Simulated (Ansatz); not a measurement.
# Molecular dynamics, step by step

LiNH (SMILES [Li][NH-]) (charge -1), singlet, revPBE-D4/6-31G (Ansatz 0.2.0). Settings (timestep in fs, temperature in K; T counts 3 degrees of freedom):

```yaml
hamiltonian: {xc: {name: revPBE}, dispersion: d4}
md: {n_steps: 30, timestep: 1.0, temperature: 300, ensemble: nvt_nose_hoover, seed: 725, initial_velocities: maxwell_boltzmann}
```

Start (the SMILES describes the start alone):

Li1  (-1.087, 0.717, -0.513)
N2  (0.234, 0.042, 0.133)
H3  (0.852, -0.759, 0.380)
(Å)

| step | time (fs) | potential energy less the start (meV) | kinetic energy (meV) | T (K) |
| --- | --- | --- | --- | --- |
| 0 | 0.00 | 0.0 | 38.8 | 300 |
| 2 | 2.00 | 16.9 | 22.7 | 176 |
| 4 | 4.00 | 2.6 | 36.5 | 283 |
| 6 | 6.00 | -19.0 | 57.7 | 447 |
| 8 | 8.00 | -30.4 | 69.7 | 539 |
| 10 | 10.00 | -46.2 | 84.5 | 654 |
| 12 | 12.00 | -32.7 | 71.7 | 555 |
| 14 | 14.00 | -20.4 | 59.1 | 457 |
| 16 | 16.00 | -3.8 | 42.1 | 326 |
| 18 | 18.00 | 21.8 | 17.3 | 134 |
| 20 | 20.00 | 25.2 | 13.0 | 101 |
| 22 | 22.00 | 35.0 | 3.8 | 29 |
| 24 | 24.00 | 29.2 | 9.5 | 74 |
| 26 | 26.00 | 10.5 | 27.6 | 214 |
| 28 | 28.00 | 2.1 | 36.7 | 284 |
| 30 | 30.00 | -21.6 | 59.6 | 461 |

Step 8, positions (Å) and forces (eV/Å):

```
atom       x       y       z      Fx      Fy      Fz
 Li1  -1.126   0.726  -0.533  -0.357   0.278  -0.164
  N2   0.259   0.042   0.146  -0.193   0.361  -0.065
  H3   0.780  -0.818   0.334   0.550  -0.639   0.229
```

Step 12, positions (Å) and forces (eV/Å):

| atom | x | y | z | Fx | Fy | Fz |
| --- | --- | --- | --- | --- | --- | --- |
| Li1 | -1.164 | 0.743 | -0.552 | 0.248 | -0.098 | 0.125 |
| N2 | 0.277 | 0.037 | 0.155 | 0.086 | -0.550 | -0.015 |
| H3 | 0.799 | -0.876 | 0.338 | -0.334 | 0.648 | -0.109 |

Step 20, positions (Å) and forces (eV/Å):

```tsv
atom	x	y	z	Fx	Fy	Fz
Li1	-1.216	0.767	-0.578	0.856	-0.454	0.417
N2	0.303	0.027	0.169	-0.848	0.554	-0.401
H3	0.787	-0.887	0.330	-0.009	-0.100	-0.016
```

Last step (30):

```xyz
3
angstrom
Li -1.1827 0.7454 -0.5622
N 0.2906 0.0378 0.1631
H 0.7307 -0.8960 0.2983
```

The run took about 8 s on 2 CPU threads of an Arm Neoverse V1 (shared host).
